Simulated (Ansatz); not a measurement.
Species, as SMILES: OO (H2O2).
Atoms: O1, O2, H3, H4. Bonds: O1-O2, O1-H3, O2-H4.

Basis-set convergence of the optimised O1-H3 bond length at PBE0 with Ansatz (a quantum-chemistry and plane-wave program). Cartesian d functions, on some or all atoms, in 6-31G*, 6-31G**; all else is spherical. The program fits the integrals of some runs and decomposes those of others, by size. Core-valence sets carry the plain set on hydrogen. No added dispersion term, no relativity. Reference: the value in def2-QZVPPD, 0.9624 Å, itself unsure by roughly 0.0002 Å (its mean distance from pcseg-3, def2-QZVPP, cc-pVQZ). Deviations are taken from unrounded values.

```
basis     functions  optimised O1-H3 bond length (Å)  minus reference (Å)
--------  ---------  -------------------------------  -------------------
STO-3G           12                           1.0328               0.0704
6-31G*           34                           0.9698               0.0074
pcseg-1          38                           0.9701               0.0077
6-31G**          40                           0.9666               0.0042
6-311G**         48                           0.9626               0.0002
pcseg-2          88                           0.9623              -0.0001
cc-pCVTZ        114                           0.9629               0.0005
pcseg-3         186                           0.9623              -0.0001
```

The smallest set listed that lies within 0.005 Å of the reference with all its larger relatives (same family, alike in diffuse functions; a set with none counts only in the reference's own line) is 6-31G** (40 functions, 0.0042 Å off). Inside, with no larger relative to test it: cc-pCVTZ.
